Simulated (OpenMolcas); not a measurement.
**CH3Al (SMILES C[Al]): methods side by side**

CH3Al: 5 atoms, total charge 0, spin state singlet. As SMILES, `C[Al]`. Geometry: relaxed at PBE0-D4/def2-TZVP.

Quantity: the vertical ionisation energy (to the doublet cation), in eV. The values are calculated.

| level | kind | program | value (eV) | CPU time (all runs) |
| --- | --- | --- | --- | --- |
| HF/cc-pVTZ | Hartree–Fock | OpenMolcas | 6.79 | 60 s |
| SVWN5/cc-pVTZ | LDA | OpenMolcas | 7.81 | 99 s |
| BLYP/cc-pVTZ | GGA | OpenMolcas | 7.59 | 2.8 min |
| revPBE/cc-pVTZ | GGA | OpenMolcas | 7.60 | 2.8 min |
| r2SCAN/cc-pVTZ | meta-GGA | OpenMolcas | 7.58 | 3.6 min |
| M06-2X/cc-pVTZ | hybrid meta-GGA | OpenMolcas | 7.71 | 3.3 min |
| PBE0/cc-pVTZ | global hybrid | OpenMolcas | 7.67 | 2.5 min |

The values span 6.79 to 7.81 eV. Times are those of the runs behind each value, whatever else they computed, on shared processors of several kinds: orders of magnitude only.
